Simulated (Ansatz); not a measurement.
Computed with frozen-core CCSD(T)/def2-TZVPP // TPSSh-D3(BJ)/def2-TZVP (Ansatz, a program for electronic structure).

Ansatz 0.2 input:
```yaml
crystal:
  periodic: [false, false, false]
  atoms:
    - { symbol: S, position_ang: [0.673311, -0.000003, -0.000002] }
    - { symbol: H, position_ang: [-0.673445, 0.000003, 0.000002] }
basis:
  gaussian: { orbitals: def2-TZVPP }
correlation:
  method: ccsd_t
magnetization:
  spin_polarized: true
  initial_magnetization: 1
```

Output:

```
Functional definition: HF
313 factors; integrals over basis functions are off by at most 1.3e-3 eV
mean field evaluation 1: about -10832.4001 eV, gradient 6.8e0 eV
mean field evaluation 2: about -10832.4014 eV, gradient 6.8e0 eV
mean field evaluation 4: about -10832.8071 eV, gradient 9.7e-1 eV
mean field evaluation 8: about -10832.8176 eV, gradient 2.5e-3 eV
mean field evaluation 16: about -10832.8146 eV, gradient 2.8e-1 eV
mean field evaluation 32: about -10832.6423 eV, gradient 3.9e0 eV
mean field -10832.81756705 eV, -398.0987028416 hartree, gradient 2.6e-6 eV, S^2 0.763752; 2 other end points of the search recorded, 0 dependent functions left out
5 core orbitals not correlated
reference -10832.81756705 eV, -398.0987028416 hartree; 4, 3 occupied and 47, 48 virtual orbitals, 313 factors
second order -4.12517861 eV of doubles, -0.00000000 eV of singles
cycle   1  -4.62895211 eV  change   -5.0e-1 eV  update   4.8e-2
cycle   2  -4.79903280 eV  change   -1.7e-1 eV  update   1.7e-2
cycle   3  -4.80887529 eV  change   -9.8e-3 eV  update   4.3e-3
cycle   4  -4.80905834 eV  change   -1.8e-4 eV  update   1.2e-3
cycle   5  -4.80875750 eV  change    3.0e-4 eV  update   4.3e-4
cycle   6  -4.80884480 eV  change   -8.7e-5 eV  update   1.4e-4
cycle   7  -4.80886733 eV  change   -2.3e-5 eV  update   4.0e-5
cycle   8  -4.80886389 eV  change    3.4e-6 eV  update   1.3e-5
cycle   9  -4.80886217 eV  change    1.7e-6 eV  update   3.7e-6
perturbative correction -0.16990304 eV, -0.0062438216 hartree
Total energy: -10837.79633226 eV, -398.2816690884 hartree
```

Cost: very roughly 1.6 core-seconds.
